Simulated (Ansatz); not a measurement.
Ba: from a trial structure to a relaxed crystal

Theory: Ansatz, DFT PBEsol, scalar-relativistic, plane waves, PAW. Cutoff 420 eV, Γ-centred k mesh, Gaussian smearing, no spin polarisation in the final step.

The start puts Ba on the beta-tungsten (A15) structure type (Pm-3n, No. 223), at a guessed volume.

```yaml
crystal:
  lattice:
    - [8.07743, 0.00000, 0.00000]
    - [0.00000, 8.07743, 0.00000]
    - [0.00000, 0.00000, 8.07743]
  atoms:
    - { symbol: Ba, position: [0.50000, 0.50000, 0.50000] }
    - { symbol: Ba, position: [0.00000, 0.00000, 0.00000] }
    - { symbol: Ba, position: [0.25000, 0.00000, 0.50000] }
    - { symbol: Ba, position: [0.50000, 0.25000, 0.00000] }
    - { symbol: Ba, position: [0.50000, 0.75000, 0.00000] }
    - { symbol: Ba, position: [0.75000, 0.00000, 0.50000] }
    - { symbol: Ba, position: [0.00000, 0.50000, 0.75000] }
    - { symbol: Ba, position: [0.00000, 0.50000, 0.25000] }
```

Steps on the 6×6×6 mesh (8 atoms). 4 of 5 steps are shown, and the free energy counts from the last. Trial steps that were taken back and renewals of the plane-wave basis can be among the rows.

```tsv
step	ΔF (meV/atom)	V (Å³/atom)	P (GPa)
1	19.0	65.88	-0.82
2	10.2	63.94	-0.63
3	0.1	58.43	0.09
5	0.0	59.03	-0.01
```

A final relaxation ran on a 6×6×6 mesh. The relaxed crystal, Pm-3n (No. 223):

```cif
data_structure
_symmetry_space_group_name_H-M 'Pm-3n'
_symmetry_Int_Tables_number 223
_cell_length_a 7.7874
_cell_length_b 7.7874
_cell_length_c 7.7874
_cell_angle_alpha 90.000
_cell_angle_beta 90.000
_cell_angle_gamma 90.000
_cell_volume 472.26
loop_
_atom_site_label
_atom_site_type_symbol
_atom_site_symmetry_multiplicity
_atom_site_Wyckoff_symbol
_atom_site_fract_x
_atom_site_fract_y
_atom_site_fract_z
_atom_site_occupancy
Ba1 Ba 2 a 0.50000 0.50000 0.50000 1
Ba2 Ba 6 c 0.25000 0.00000 0.50000 1
```

* Volume per atom: 59.03 Å³
* Density: 3.86 g/cm³
* Energy over the standard structure: 0.05 eV/atom
* Gap on the 6×6×6 mesh: 0 eV (a metal)

Energies count from the standard state of Ba at the same level.

The final run used a 6×6×6 mesh on its 8-atom cell and 0.10 eV smearing. The k mesh leaves about 4 meV/atom of noise in metals.

Symmetry constrained the relaxation, so the result can be a saddle point.